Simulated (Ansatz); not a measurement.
Ga₂C₃: from a trial structure to a relaxed crystal

All numbers below come from DFT r2SCAN, scalar-relativistic, plane waves, PAW (Ansatz 0.2.0). Cutoff 500 eV, Γ-centred k mesh, Gaussian smearing, no spin polarisation in the final step.

The start puts Ga₂C₃ on the A-type sesquioxide structure type (P-3m1, No. 164), with Ga in place of La, C in place of O, at a guessed volume.

```
CELL_PARAMETERS angstrom
3.47568 0.00000 0.00000
-1.73784 3.01003 0.00000
0.00000 0.00000 5.40760
ATOMIC_POSITIONS crystal
Ga 0.33333 0.66667 0.24500
Ga 0.66667 0.33333 0.75500
C 0.00000 0.00000 0.00000
C 0.33333 0.66667 0.64500
C 0.66667 0.33333 0.35500
```

Cell and atoms relax at zero pressure; the relaxation can't lower the symmetry of the start. After a coarse first stage the cell is made exact in the group found at 0.06 Å.

Energies over the elements count from the elements' standard structures at the same level, with no empirical corrections.

Describe the relaxed structure.

It keeps P-3m1 (No. 164). The result has the A-type sesquioxide structure. Conventional cell: a = 3.432 Å, c = 5.475 Å. Ga has 3 C at 1.98 Å; C on Wyckoff site a (1 atom of the primitive cell) has 6 C at 2.48 Å and 6 Ga at 2.54 Å; around C on Wyckoff site d (2 atoms of the primitive cell) lie 3 Ga at 1.98 Å, 1 Ga at 2.39 Å and 3 C at 2.48 Å.

Space group P-3m1 (No. 164). a = 3.432 Å, b = 3.432 Å, c = 5.475 Å, α = 90.00°, β = 90.00°, γ = 120.00°
```json
{"atom": "Ga", "site": "2d", "symmetry": "3m.", "x": "0.3333", "y": "0.6667", "z": "0.2896"}
{"atom": "C", "site": "1a", "symmetry": "-3m.", "x": "0.0000", "y": "0.0000", "z": "0.0000"}
{"atom": "C", "site": "2d", "symmetry": "3m.", "x": "0.3333", "y": "0.6667", "z": "0.7268"}
```

What are its volume, energy, density and gap?

The volume per atom is 11.17 Å³. The density is 5.22 g/cm³, the energy over the elements is 1.92 eV/atom and the gap on the 12×12×8 mesh is 0 eV (a metal).

The final run used a 12×12×8 mesh on its 5-atom cell and 0.10 eV smearing. The k mesh leaves about 4 meV/atom of noise in metals. A structure relaxed within its symmetry needn't be a true minimum. The steps took roughly 4 core-minutes in all.